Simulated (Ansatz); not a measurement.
**BSiNH+ (triplet): the correlation ladder, def2-QZVPP**

The task here is to estimate one member of a computed series from the others.

Computed with Ansatz 0.2.0, Gaussian basis. Level: def2-QZVPP, core rule «outside noble gas», up to 7 orbitals frozen.

To be run: UHF; ROHF; CCSD(T) on UHF.

2 further runs of the same task are left out: 2 set aside as unsound or not needed.

## The geometry

The geometry is a PBE0/def2-TZVP stationary point (not a proven minimum) of the parent state, kept for this charge and spin.

4 atoms, charge 1, spin multiplicity 3.

Atoms are counted from 1 here; the program's logs count them from 0.

Bond lengths: B1–N2 1.266 Å, B1–H4 1.171 Å, N2–Si3 1.683 Å. Angles: N2–B1–H4 180.0°, B1–N2–Si3 180.0°.

The first run:

Contents of in.yaml:

```yaml
crystal:
  periodic: [false, false, false]
  atoms:
    - {symbol: B, position_ang: [0.000000, 0.000000, 0.760975]}
    - {symbol: N, position_ang: [0.000000, 0.000000, -0.505225]}
    - {symbol: Si, position_ang: [0.000000, 0.000000, -2.188225]}
    - {symbol: H, position_ang: [0.000000, 0.000000, 1.932475]}
basis:
  gaussian: {orbitals: "def2-QZVPP.json"}
total_charge: 1
magnetization: {spin_polarized: true, initial_magnetization: 2}
hamiltonian: {xc: hf}
output: {orbitals: {seedname: orbitals}}
```

On the command line:

```bash
$ ansatz run in.yaml --threads 1 --pin off --events-out ev --progress --plain --max-ram 2393MiB
```

Steps of the session up to this table: UHF; ROHF; CCSD(T) on UHF.

One of the session's tables, all rows but one given; the rest of the session is left out.

It belongs to the step «Misses and costs». 

| method | from UCCSD(T) (kcal/mol) |
| --- | --- |
| ROHF | ? |
| UHF | +233.21 |
| UMP2 | +18.96 |
| UCCSD | +12.03 |
| UCCSD(T) | 0 |

Estimate the missing values for ROHF.

**Answer.** from UCCSD(T) (kcal/mol): +234.46. In the column «from UCCSD(T) (kcal/mol)» it is the highest.
